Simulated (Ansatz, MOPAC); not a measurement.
Process, species as SMILES: CCCC=O -> [CH2]C (C2H5) + [CH2]C=O (the C-C bond breaks)

Wanted: bond dissociation energy (enthalpy at 298 K), in kcal/mol. Set-up: UHF or UKS for open shells; six Cartesian d functions in 6-31G* and its kin unless marked 5d; no dispersion term unless named; non-relativistic; spin-orbit terms left out. First-principles rows: single points at B3LYP-D3(BJ) geometries (Ansatz, a quantum-chemistry and plane-wave program), with unscaled harmonic terms from B3LYP/6-31G* (Ansatz) at its own minima. Semi-empirical rows: MOPAC heats of formation at their own minima for 298 K.

```csv
species,coefficient,"E at B3LYP/6-31G* (Ansatz), Eh","E at PBE/def2-TZVPD (Ansatz), Eh","H(298 K) - E, kcal/mol","heat of formation at PM6 (MOPAC), kcal/mol"
CCCC=O,-1,-232.45867,-232.24743,75.74,-46.70
[CH2]C (C2H5),+1,-79.15777,-79.06453,40.50,16.00
[CH2]C=O,+1,-153.17140,-153.05190,29.60,-1.33
```

 1 Eh = 627.5095 kcal/mol.

Q: Work the quantity out at each level.

A: 
- B3LYP/6-31G*: the sum of coefficient times E is 0.12950 Eh, or 81.26 kcal/mol; the thermal terms add -5.64. Result: 75.6 kcal/mol.
- PBE/def2-TZVPD: the sum of coefficient times E is 0.13100 Eh, or 82.20 kcal/mol; the thermal terms add -5.64. Result: 76.6 kcal/mol.
- PM6: the sum of coefficient times heat of formation is 61.37 kcal/mol; it needs no thermal term.
